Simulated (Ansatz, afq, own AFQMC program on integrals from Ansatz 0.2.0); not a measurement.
Cu⁺, singlet in def2-SVP, levels against full CI

A free Cu cation.

Basis def2-SVP. Noble-gas cores (and the filled d shells of Ga–Kr and In–Xe) are frozen. AFQMC by an in-house program on the Cholesky factors that Ansatz 0.2.0 writes for its CCSD(T) run. ph-AFQMC/CISD is guided by a CISD state made of CCSD amplitudes; releasing the constraint for a short imaginary time cuts its bias at the price of noise, slowly where states lie close. Error bars are statistical, one sigma. The metal's outer-core s and p shells are frozen, which shifts wave-function levels against functionals.

Determinant: RHF, the one that the program's search chose, which needn't be the lowest solution.

Full CI on the same integrals is exact in this basis and with this determinant's frozen core.

Cautions: no relativity below Rb; outer-core shells of the metal frozen.

- T1 diagnostic: 0.0093
- weight of the determinant in the CISD state: 0.960
- size of the correlated space: 10 electrons in 22 orbitals

Reference: full CI, correlation energy -6.694 eV. The released energy is read at 1.20 1/Eh, later times being too noisy (meV from the phaseless value at times in 1/Eh: -8.9 ± 2.0 at 0.60, -4 ± 3 at 1.20, 14 ± 8 at 2.00, 3 ± 17 at 3.00, -1 ± 19 at 4.20).

```csv
level,E − E(reference) (meV),share of correlation (%)
HF,6693.6,0.00
MP2,-629.6,109.41
CCSD,205.1,96.94
CCSD(T),-54.6,100.82
CCSDT,-27.4,100.41
CCSDT(Q),14.1,99.79
CCSDTQ,-3.6,100.05
ph-AFQMC/CISD,-11.4 ± 1.2,100.17
released AFQMC,-15.8 ± 3.4,100.24
```

CCSDT and higher add their correlation energy to the determinant of the CCSD(T) run, since their own runs factorise the integrals more tightly (a shift of under 2 meV). A walk keeps the symmetry of its determinant, which the program's search chose and which needn't be the lowest solution, so a lower state of the same spin and another symmetry isn't excluded. Released energies are given only where the last usable release times agree within the noise; a slower fall can still hide under it.
